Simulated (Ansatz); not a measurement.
Reaction (SMILES): C=CCl → C=[CH] (CH-CH2) + Cl atom
B3LYP-D3(BJ)/def2-TZVP geometries, fixed; electronic energies without zero-point terms.

The bond dissociation energy at MP2 with Ansatz (an electronic-structure program), in kcal/mol, split into its Hartree-Fock and correlation parts. Cores are frozen. An unrestricted Hartree-Fock determinant is markedly spin-contaminated. Open shells are unrestricted. No added dispersion term, no relativity. Functions are those of the species that has most.

```json
[
 {"basis": "cc-pV(D+d)Z", "X": "2", "functions": "66", "Hartree-Fock": "60.03", "MP2": "100.42"},
 {"basis": "cc-pV(T+d)Z", "X": "3", "functions": "141", "Hartree-Fock": "61.00", "MP2": "106.18"},
 {"basis": "cc-pV(Q+d)Z", "X": "4", "functions": "264", "Hartree-Fock": "61.03", "MP2": "108.65"}
]
```

Worked estimate of the basis-set limit from each neighbouring pair, with Hartree-Fock from the larger set and the correlation part extrapolated as X^-3.
Correlation parts: X = 2: 40.39, X = 3: 45.18, X = 4: 47.62.
- (2,3): (27·(45.18) - 8·(40.39))/19 = 47.20; with Hartree-Fock 61.00 the estimate is 108.20 kcal/mol.
- (3,4): (64·(47.62) - 27·(45.18))/37 = 49.40; with Hartree-Fock 61.03 the estimate is 110.43 kcal/mol.
The last two estimates differ by 2.23 kcal/mol; the largest set lies 1.78 from the last. Over the last step Hartree-Fock moves by 0.03 and the correlation part by 2.44.
